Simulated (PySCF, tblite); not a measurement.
Isomers of C5H10Cl (doublet state), one GFN2-xTB conformer each. Single-point energies are computed at B3LYP/pcH-1 (PySCF, gas phase, no added dispersion term), electronic only. GFN2-xTB treats the open shell by occupation alone, and not every SCF solution was tested for stability.

```
          SMILES  GFN2-xTB relative energy (kcal/mol)
CC[CH][C@H](C)Cl                                  0.0
    CC(C)C[CH]Cl                                  0.0
```

Conformers: `[CH3:1][CH2:2][CH:3][C@H:4]([CH3:5])[Cl:6]` (doublet state) with C1–C2–C3–C4 158°, C2–C3–C4–C5 -162°; `[CH3:1][CH:2]([CH3:3])[CH2:4][CH:5][Cl:6]` (doublet state) with C1–C2–C4–C5 -60°, C2–C4–C5–Cl6 -69°.

Q: What does B3LYP/pcH-1 give for the same structures?

A: 
```
          SMILES  B3LYP/pcH-1 E (Eh)  B3LYP/pcH-1 (kcal/mol)  GFN2-xTB (kcal/mol)  point group
CC[CH][C@H](C)Cl          -656.73546                     0.0                  0.0           C1
    CC(C)C[CH]Cl          -656.72862                     4.3                  0.0           C1
```

Both levels put the same isomer lowest. Neighbours under 5.0 kcal/mol apart (CC[CH][C@H](C)Cl and CC(C)C[CH]Cl) can change places with a better method, another conformer or zero-point energy.

Q: What happens when harmonic zero-point energies from GFN2-xTB frequencies are added?

A: 
```json
{"SMILES": "CC[CH][C@H](C)Cl", "ZPE (kcal/mol)": "84.3", "electronic (kcal/mol)": "0.0", "with ZPE (kcal/mol)": "0.0"}
{"SMILES": "CC(C)C[CH]Cl", "ZPE (kcal/mol)": "85.1", "electronic (kcal/mol)": "4.3", "with ZPE (kcal/mol)": "5.0"}
```

The zero-point energies span 0.8 kcal/mol. The order is unchanged.
